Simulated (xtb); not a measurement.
CH2O2, SMILES O=CO. All values are semi-empirical tight-binding results from xtb (GFN2-xTB unless named), good for trends rather than for accurate numbers. The structure is a stationary point at GFN2-xTB. The values are those of a single conformer.

Optimised geometry:

```xyz
5

O     -0.0853     1.1020     0.0000
C      0.3918    -0.1311     0.0000
O     -0.2627    -1.1283     0.0000
H     -1.0581     1.0973     0.0000
H      1.4920    -0.1005     0.0000
```

Task: Estimate the properties. (An estimate is asked for; the answer gives what the named calculation found.)

Result: 
The point group as xtb finds it comes out as Cs, the orbital gap comes out as 5.15 eV and the dipole moment is 1.93 D. The zero-point energy is 20.1 kcal/mol and the G − E(el) at 298.15 K (modified RRHO) is 5.0 kcal/mol. The static polarisability (D4 model) is 23.4 bohr³. The solvation energy, GFN2-xTB/ALPB(water) comes out as -6.3 kcal/mol and the solvation energy, GFN2-xTB/ALPB(ether) is -5.9 kcal/mol.

Computed IR lines (harmonic; lines under 4 % of the strongest left out, lines within 3 cm⁻¹ merged):
ν (cm⁻¹): 598 (w), 701 (s), 1124 (m), 1206 (w), 1350 (w), 1809 (vs), 2864 (m), 3411 (w) (against the strongest line: vs over 80 %, s over 45 %, m over 15 %, w over 4 %, vw less)

Task: Give the atomic charges and the Wiberg bond orders between heavy atoms. (Estimate from the structure and the level; the computed values follow.)

Result: charges (e) O1 -0.35, C2 0.34, O3 -0.37, H4 0.34, H5 0.04. Bond orders O1–C2 1.18, C2–O3 1.82.
